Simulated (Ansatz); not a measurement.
For corundum (α-Al2O3), PBE-D4 (PAW; Ansatz, a first-principles code) gives:

lattice constant a: 4.778 Å
c axis length: 13.032 Å

**Question.** What does HSE06 in Ansatz (PAW) give for the same quantities?

**Answer.** 
- lattice constant a: 4.753 Å (drops by 0.5 %)
- lattice parameter c: 12.979 Å (decreases by 0.4 %)

For comparison: lattice constant a 4.759 Å (measured, temperature not stated, no zero-point or thermal correction; as tabulated in Lallet et al. (2009), arXiv:0801.3594); lattice parameter c 12.991 Å (measured, temperature not stated, not corrected to a static lattice; as tabulated in Lallet et al. (2009), arXiv:0801.3594).

Changes are worked out from the printed values.

Unless a cell is named, each level is at its own relaxed cell (PBE-D4 8.59, HSE06 8.46 Å³/atom).

Ansatz's density-functional and Hartree–Fock values are scalar-relativistic unless marked +SOC, with PAW data made under PBE.
